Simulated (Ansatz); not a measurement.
C2H6Si can be A, `C[Si]C`, or B, `C=C[SiH3]`.

Calculated with Ansatz (gas phase, PBE0-D4/def2-TZVP geometries, no zero-point term in ΔE). CCSD(T)/CBS is the MP2 limit (def2-TZVPP, def2-QZVPP) plus CCSD(T) − MP2 in def2-TZVPP, frozen cores. Functionals use def2-TZVPP. B3LYP here is the variant with VWN-RPA as its local correlation; programs differ in this.

A:

```xyz
9

C    -1.1510   -0.8334   -0.1490
Si    0.6895   -1.0571    0.2475
C     1.1937    0.7687    0.1637
H    -1.6122   -0.4985    0.7940
H    -1.6524   -1.7579   -0.4402
H    -1.3558   -0.0522   -0.8880
H     0.4415    1.4561    0.5641
H     2.1636    0.9773    0.6182
H     1.2831    0.9969   -0.9103
```

B:

```xyz
9

C    -0.3679    1.2737    0.7919
C    -0.0271    0.6497   -0.3322
Si    0.2741   -1.1827   -0.4258
H    -0.4897    0.7366    1.7287
H    -0.5406    2.3457    0.8298
H     0.0790    1.2455   -1.2377
H    -0.6610   -1.8246   -1.3895
H     0.0736   -1.7752    0.9232
H     1.6596   -1.4687   -0.8884
```

(1) Which isomer does CCSD(T)/CBS put lower? Give the gap. (An estimate is asked.)

(2) Give E(B) − E(A) in kcal/mol with B2PLYP, PBE0-D4, B3LYP-D4, HF/def2-TZVPP, B3LYP, CCSD(T)/def2-SVP, PBE-D4. (Best estimate.)

(3) Does the order hold for the free energy at 298.15 K (harmonic terms from PBE0-D4)? (Best estimate.)

Largest T1 diagnostic: 0.012.

Answers

(1) The calculation gave: B, by 9.7 kcal/mol.

(2) The calculation gave: B2PLYP -10.6, PBE0-D4 -7.5, B3LYP-D4 -10.0, HF/def2-TZVPP -15.0, B3LYP -10.2, CCSD(T)/def2-SVP -11.2, PBE-D4 -7.1. None reverses the order clearly.

(3) Computed: Yes: G(B) − G(A) = -12.0 kcal/mol.

From BLYP to BHLYP (50 % exact exchange), in def2-TZVPP and without D4, E(B) − E(A) moves by −0.9 kcal/mol. In def2-TZVPP, CCSD(T) changes the Hartree–Fock value by +5.3 kcal/mol (the triples alone add −0.3 kcal/mol) and MP2 by +4.7 kcal/mol.
